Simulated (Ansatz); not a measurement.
Start from `N/C(O)=C\F` and change one atom or group (the configuration at the double bond changes too) to get `C=N/C(O)=C/F`.

Ansatz, PBE0-D4/def2-TZVP geometries, multiplicity 1. Each molecule was computed in one conformer, which needn't be the lowest.

| property | `N/C(O)=C\F` |
| --- | --- |
| HOMO–LUMO gap (PBE0/def2-TZVPP) / eV | 6.99 |
| size of the dipole moment (PBE/def2-TZVPP) / D | 1.95 |
| HOMO–LUMO gap (ωB97M-V/def2-TZVPP) / eV | 10.63 |
| LUMO energy (ωB97M-V/def2-TZVPP) / eV | 2.28 |
| HOMO–LUMO gap (B3LYP/def2-TZVPP) / eV | 6.41 |
| size of the dipole moment (ωB97M-V/def2-TZVPP) / D | 1.97 |

Problem. What does the change do to each property? (An estimate is asked.)

Solution. The calculation gave: 
| property | `C=N/C(O)=C/F` | shift |
| --- | --- | --- |
| HOMO–LUMO gap (PBE0/def2-TZVPP) / eV | 4.95 | -2.04 |
| size of the dipole moment (PBE/def2-TZVPP) / D | 2.72 | 0.77 |
| HOMO–LUMO gap (ωB97M-V/def2-TZVPP) / eV | 9.29 | -1.34 |
| LUMO energy (ωB97M-V/def2-TZVPP) / eV | 0.68 | -1.60 |
| HOMO–LUMO gap (B3LYP/def2-TZVPP) / eV | 4.51 | -1.90 |
| size of the dipole moment (ωB97M-V/def2-TZVPP) / D | 3.26 | 1.29 |

With PBE0 the HOMO falls by 0.32 eV and the LUMO falls by 2.36 eV, so the gap narrows by about 2.04 eV. PBE moves the HOMO by -0.41 eV and ωB97M-V by -0.26 eV. Dipoles are sizes alone; their direction can turn.

B3LYP here is the variant with VWN-RPA as its local correlation; programs differ in this.
